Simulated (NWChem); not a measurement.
System: dichloromethane (CH2Cl2); SMILES ClCCl

Output (shortened):

```
             Northwest Computational Chemistry Package (NWChem) 7.3.0
             --------------------------------------------------------

 C2V symmetry detected

                             Geometry "geometry" -> ""
                             -------------------------

 Output coordinates in angstroms (scale by  1.889725989 to convert to a.u.)

  No.       Tag          Charge          X              Y              Z
 ---- ---------------- ---------- -------------- -------------- --------------
    1 Cl                  17.0000     1.47760100     0.00000000     0.21451429
    2 C                    6.0000     0.00000000     0.00000000    -0.75594371
    3 Cl                  17.0000    -1.47760100     0.00000000     0.21451429
    4 H                    1.0000     0.00000000     0.90149800    -1.37891171
    5 H                    1.0000     0.00000000    -0.90149800    -1.37891171

 Effective nuclear repulsion energy (a.u.)     134.1997189189

      Symmetry information
      --------------------

 Group name             C2v
 Group number             16
 Group order               4
 No. of unique centers     3

                                Z-matrix (autoz)
                                --------

 Units are Angstrom for bonds and degrees for angles

      Type          Name      I     J     K     L     M      Value
      ----------- --------  ----- ----- ----- ----- ----- ----------
    1 Stretch                  1     2                       1.76779
    2 Stretch                  2     3                       1.76779
    3 Stretch                  2     4                       1.09580
    4 Stretch                  2     5                       1.09580
    5 Bend                     1     2     3               113.40783
    6 Bend                     1     2     4               108.18514
    7 Bend                     1     2     5               108.18514
    8 Bend                     3     2     4               108.18514
    9 Bend                     3     2     5               108.18514
   10 Bend                     4     2     5               110.70822

                           NWChem Geometry Optimization
                           ----------------------------

[...]

      ----------------------
      Optimization converged
      ----------------------

  Step       Energy      Delta E   Gmax     Grms     Xrms     Xmax
  ---- ---------------- -------- -------- -------- -------- --------
@    3    -959.68885307 -7.6D-07  0.00004  0.00002  0.00104  0.00173
                                     ok       ok       ok       ok

                                Z-matrix (autoz)
                                --------

 Units are Angstrom for bonds and degrees for angles

      Type          Name      I     J     K     L     M      Value     Gradient
      ----------- --------  ----- ----- ----- ----- ----- ---------- ----------
    1 Stretch                  1     2                       1.79065    0.00002
    2 Stretch                  2     3                       1.79065    0.00002
    3 Stretch                  2     4                       1.08777    0.00004
    4 Stretch                  2     5                       1.08777    0.00004
    5 Bend                     1     2     3               113.26331   -0.00002
    6 Bend                     1     2     4               108.03708    0.00001
    7 Bend                     1     2     5               108.03708    0.00001
    8 Bend                     3     2     4               108.03708    0.00001
    9 Bend                     3     2     5               108.03708    0.00001
   10 Bend                     4     2     5               111.48012   -0.00003

                         Geometry "geometry" -> "geometry"
                         ---------------------------------

 Output coordinates in angstroms (scale by  1.889725989 to convert to a.u.)

[...]

 Rotational Constants
 --------------------
 A=   1.072515 cm-1  (  1.543075 K)
 B=   0.106668 cm-1  (  0.153468 K)
 C=   0.098873 cm-1  (  0.142253 K)

 Temperature                      =   298.15K
 frequency scaling parameter      =   1.0000

 Zero-Point correction to Energy  =   18.583 kcal/mol  (  0.029613 au)
 Thermal correction to Energy     =   20.822 kcal/mol  (  0.033182 au)
 Thermal correction to Enthalpy   =   21.414 kcal/mol  (  0.034125 au)

 Total Entropy                    =   64.559 cal/mol-K
   - Translational                =   39.179 cal/mol-K (mol. weight =  83.9534)
   - Rotational                   =   23.083 cal/mol-K (symmetry #  =        2)
   - Vibrational                  =    2.297 cal/mol-K

 Cv (constant volume heat capacity) =   10.162 cal/mol-K
   - Translational                  =    2.979 cal/mol-K
   - Rotational                     =    2.979 cal/mol-K
   - Vibrational                    =    4.203 cal/mol-K

[normal modes left out]

 ----------------------------------------------------------------------------
 Normal Eigenvalue ||           Projected Infra Red Intensities
  Mode   [cm**-1]  || [atomic units] [(debye/angs)**2] [(KM/mol)] [arbitrary]
 ------ ---------- || -------------- ----------------- ---------- -----------
    1       -0.000 ||    0.008023           0.185         7.821       4.635
    2       -0.000 ||    0.000748           0.017         0.729       0.432
    3       -0.000 ||    0.000422           0.010         0.412       0.244
    4       -0.000 ||    0.000690           0.016         0.672       0.398
    5        0.000 ||    0.000449           0.010         0.438       0.260
    6        0.000 ||    0.000000           0.000         0.000       0.000
    7      283.672 ||    0.000610           0.014         0.595       0.352
    8      704.499 ||    0.015244           0.352        14.861       8.807
    9      727.604 ||    0.165242           3.812       161.087      95.462
   10      914.227 ||    0.002189           0.051         2.134       1.265
   11     1197.462 ||    0.000000           0.000         0.000       0.000
   12     1321.472 ||    0.056321           1.299        54.904      32.537
   13     1489.946 ||    0.000090           0.002         0.088       0.052
   14     3143.750 ||    0.009113           0.210         8.884       5.265
   15     3222.323 ||    0.000504           0.012         0.492       0.291
 ----------------------------------------------------------------------------
```

Level: B3LYP/6-31G* (spherical d). 

**Question.** Write an input that gives this output.

**Answer.** One answer among several that fit: the input that was run:
```
start job
memory heap 200 mb stack 900 mb global 1100 mb
geometry units angstroms
  Cl     1.477601     0.000000     0.207438
  C      0.000000     0.000000    -0.763020
  Cl    -1.477601     0.000000     0.207438
  H      0.000000     0.901498    -1.385988
  H      0.000000    -0.901498    -1.385988
end
basis spherical
  * library 6-31g*
end
dft
  xc b3lyp
  iterations 150
end
driver
  maxiter 120
end
task dft optimize
task dft freq
```
